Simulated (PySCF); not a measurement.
# N, N⁺: ionisation energy in 6-31G*

Aim: the ionisation energy of nitrogen from differences of total energies, at each level of theory, and how far each lands from the tabulated value where there is one.

Method: unrestricted determinants in a Gaussian basis, no spin-orbit coupling in the energies. Code: PySCF 2.14.0.

### Step 1. What is computed

```
Element                                   : nitrogen (Z = 7)
Basis                                     : 6-31G* (3s2p1d, 14 functions)
Hamiltonian                               : the non-relativistic Hamiltonian (point nucleus)
State 1                                   : N: [He] 2s2 2p3, high-spin 4S determinant
State 2                                   : N⁺: [He] 2s2 2p2, high-spin 3P determinant
Methods                                   : UHF, BP86, MN15, MP2, CCSD(T)
Core shells frozen in the correlated runs : valence: 1s2 (for N)
```

The outer shells:

N [He] 2s2 2p3
```
[He] core
2s [↑↓]
2p [↑ ][↑ ][↑ ]
```

N+ [He] 2s2 2p2
```
[He] core
2s [↑↓]
2p [↑ ][↑ ][  ]
```

One driver process ran all states and methods and kept the integrals in memory. Each run is shown as a PySCF script that sums up its settings (the driver passes frozen orbitals as a list and adds second-order terms of double hybrids); the logs are those of the runs themselves. The driver starts from symmetry-adapted Hartree-Fock orbitals, holds the occupation by maximum overlap and uses a logarithmic radial grid for functionals, so a plain start would take other cycles.

The driver's launch:

```
> OMP_NUM_THREADS=1 python atomrun2.py TASK.json OUT
```

The integrals over 14 functions and the set-up took 0.02 s of CPU time.

### Step 2. N, method by method

UHF:

The input, input.py:

```python
from pyscf import gto, scf, dft, mp, cc
import basis_set_exchange as bse
mol = gto.M(atom="N 0 0 0", charge=0, spin=3, symmetry="D2h",
            basis=gto.basis.parse(bse.get_basis("6-31G*", elements=["N"], fmt="nwchem", header=False)))
mf = scf.UHF(mol)
mf.irrep_nelec = {'Ag': (2, 2), 'B1u': (1, 0), 'B2u': (1, 0), 'B3u': (1, 0)}
mf.kernel()
```

BP86:

input.py, as changed from the run before:

```diff
@@ -4,3 +4,3 @@
             basis=gto.basis.parse(bse.get_basis("6-31G*", elements=["N"], fmt="nwchem", header=False)))
-mf = scf.UHF(mol)
+mf = dft.UKS(mol, xc="B88,P86")
 mf.irrep_nelec = {'Ag': (2, 2), 'B1u': (1, 0), 'B2u': (1, 0), 'B3u': (1, 0)}
```

MN15:

input.py, as changed from the run before:

```diff
@@ -4,3 +4,3 @@
             basis=gto.basis.parse(bse.get_basis("6-31G*", elements=["N"], fmt="nwchem", header=False)))
-mf = dft.UKS(mol, xc="B88,P86")
+mf = dft.UKS(mol, xc="MN15")
 mf.irrep_nelec = {'Ag': (2, 2), 'B1u': (1, 0), 'B2u': (1, 0), 'B3u': (1, 0)}
```

MP2 (valence):

input.py, as changed from the run before:

```diff
@@ -4,4 +4,5 @@
             basis=gto.basis.parse(bse.get_basis("6-31G*", elements=["N"], fmt="nwchem", header=False)))
-mf = dft.UKS(mol, xc="MN15")
+mf = scf.UHF(mol)
 mf.irrep_nelec = {'Ag': (2, 2), 'B1u': (1, 0), 'B2u': (1, 0), 'B3u': (1, 0)}
 mf.kernel()
+mp.UMP2(mf, frozen=1).kernel()
```

CCSD(T) (valence):

input.py, as changed from the run before:

```diff
@@ -7,2 +7,3 @@
 mf.kernel()
-mp.UMP2(mf, frozen=1).kernel()
+mycc = cc.CCSD(mf, frozen=1).run()
+mycc.ccsd_t()
```

### Step 3. N⁺: the ladder of methods

UHF:

The input, input.py:

```python
from pyscf import gto, scf, dft, mp, cc
import basis_set_exchange as bse
mol = gto.M(atom="N 0 0 0", charge=1, spin=2, symmetry="D2h",
            basis=gto.basis.parse(bse.get_basis("6-31G*", elements=["N"], fmt="nwchem", header=False)))
mf = scf.UHF(mol)
mf.irrep_nelec = {'Ag': (2, 2), 'B1u': (1, 0), 'B2u': (1, 0)}
mf.kernel()
```

BP86:

input.py, as changed from the run before:

```diff
@@ -4,3 +4,3 @@
             basis=gto.basis.parse(bse.get_basis("6-31G*", elements=["N"], fmt="nwchem", header=False)))
-mf = scf.UHF(mol)
+mf = dft.UKS(mol, xc="B88,P86")
 mf.irrep_nelec = {'Ag': (2, 2), 'B1u': (1, 0), 'B2u': (1, 0)}
```

MN15:

input.py, as changed from the run before:

```diff
@@ -4,3 +4,3 @@
             basis=gto.basis.parse(bse.get_basis("6-31G*", elements=["N"], fmt="nwchem", header=False)))
-mf = dft.UKS(mol, xc="B88,P86")
+mf = dft.UKS(mol, xc="MN15")
 mf.irrep_nelec = {'Ag': (2, 2), 'B1u': (1, 0), 'B2u': (1, 0)}
```

MP2 (valence):

input.py, as changed from the run before:

```diff
@@ -4,4 +4,5 @@
             basis=gto.basis.parse(bse.get_basis("6-31G*", elements=["N"], fmt="nwchem", header=False)))
-mf = dft.UKS(mol, xc="MN15")
+mf = scf.UHF(mol)
 mf.irrep_nelec = {'Ag': (2, 2), 'B1u': (1, 0), 'B2u': (1, 0)}
 mf.kernel()
+mp.UMP2(mf, frozen=1).kernel()
```

CCSD(T) (valence):

input.py, as changed from the run before:

```diff
@@ -7,2 +7,3 @@
 mf.kernel()
-mp.UMP2(mf, frozen=1).kernel()
+mycc = cc.CCSD(mf, frozen=1).run()
+mycc.ccsd_t()
```

Before running it: what results should come out?

As calculated:

| quantity | value |
| --- | --- |
| ionisation energy, N | UHF 13.962, CCSD(T) (valence) 14.264 eV; reference 14.545 |

Each level's miss and price (over 1 difference):

| method | mean absolute miss against the measured value (with the measured fine structure taken into account where it is known) (eV) | CPU time, both states (s) |
| --- | --- | --- |
| UHF | 0.583 | 0.08 |
| BP86 | 0.197 | 0.12 |
| MN15 | 0.012 | 0.23 |
| MP2 (valence) | 0.121 | 0.08 |
| SCS-MP2 (valence) | 0.330 | 0.08 |
| CCSD (valence) | 0.278 |  |
| CCSD(T) (valence) | 0.281 | 0.25 |

In words: MN15 lands nearest to the measured value (off by 0.01 eV); UHF misses by most (0.58 eV). Hartree-Fock falls short because the species with more electrons holds more correlation energy, which it lacks. All values hold for this basis alone; no basis-set limit was taken. The dearest level timed, CCSD(T) (valence), costs 3.1 times the cheapest, UHF, and differs from the measured value (with the measured fine structure taken into account where it is known) by 0.28 against 0.58 eV.
